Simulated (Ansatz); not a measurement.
Breaking a bond in BH3S (SMILES BS)

BH3S: 5 atoms, total charge 0, spin state singlet. As SMILES, `BS`. The coordinates come from a PBE0-D4/def2-TZVP relaxation.

```xyz
5

B    -0.3921   -0.4210    0.0881
S     0.1617    1.2369   -0.1543
H    -1.5629   -0.5564    0.2642
H     0.3671   -1.3376    0.0742
H     1.4761    1.0044   -0.3136
```

The B1–S2 distance is scanned; the parts on either side stay rigid. Basis STO-3G, 6 core orbitals frozen in the correlated methods; program Ansatz 0.2.0. FCI is exact within this basis and core. Energies in eV from each method's value at 1.765 Å; methods without a U are spin-restricted. The shape above is that at 1.765 Å.

```json
{"distance (Å)": "1.765", "SVWN5": "0.00", "BLYP": "0.00", "r2SCAN": "0.00", "r2SCAN0": "0.00", "CAM-B3LYP": "0.00", "wB97M-V": "0.00", "CCSDTQ": "0.00", "FCI": "0.00"}
{"distance (Å)": "2.206", "SVWN5": "2.06", "BLYP": "1.73", "r2SCAN": "1.98", "r2SCAN0": "2.11", "CAM-B3LYP": "2.05", "wB97M-V": "2.08", "CCSDTQ": "1.91", "FCI": "1.91"}
{"distance (Å)": "2.647", "SVWN5": "4.67", "BLYP": "4.08", "r2SCAN": "4.54", "r2SCAN0": "4.80", "CAM-B3LYP": "4.72", "wB97M-V": "4.78", "CCSDTQ": "4.19", "FCI": "4.19"}
{"distance (Å)": "3.529", "SVWN5": "7.77", "BLYP": "6.92", "r2SCAN": "7.55", "r2SCAN0": "8.08", "CAM-B3LYP": "8.15", "wB97M-V": "8.35", "CCSDTQ": "5.78", "FCI": "5.78"}
{"distance (Å)": "4.412", "SVWN5": "8.68", "BLYP": "7.77", "r2SCAN": "8.42", "r2SCAN0": "9.12", "CAM-B3LYP": "9.40", "wB97M-V": "9.74", "CCSDTQ": "5.89", "FCI": "5.89"}
```

Departure from the FCI curve at its largest: SVWN5 +2.79 eV at 4.41 Å; BLYP +1.88 eV at 4.41 Å; r2SCAN +2.53 eV at 4.41 Å; r2SCAN0 +3.23 eV at 4.41 Å; CAM-B3LYP +3.51 eV at 4.41 Å; wB97M-V +3.86 eV at 4.41 Å; CCSDTQ within 0.005 eV. Restricted functionals keep the electrons paired too, and rise too high.
